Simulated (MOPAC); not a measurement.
MOPAC input (PM6):

```
PM6 PRECISE GNORM=0.05 LET XYZ CHARGE=-1 GEO-OK AUX(PRECISION=9) THREADS=1
C4H5

C     0.00724967 1   -0.72295051 1    0.71906962 1
C     0.04562440 1    0.68254748 1    0.81501059 1
C    -0.04432848 1   -0.81177839 1   -0.68647340 1
C    -0.00734761 1    0.73271783 1   -0.72878450 1
H     0.01502855 1   -1.49867503 1    1.49062995 1
H    -0.51892031 1    1.32167605 1    1.50036933 1
H     0.52058812 1   -1.48799353 1   -1.33494466 1
H     0.87841978 1    1.16576513 1   -1.21872836 1
H    -0.90230394 1    1.21600897 1   -1.15026007 1
```

What heat of formation does the run end on?

56.40 kcal/mol.
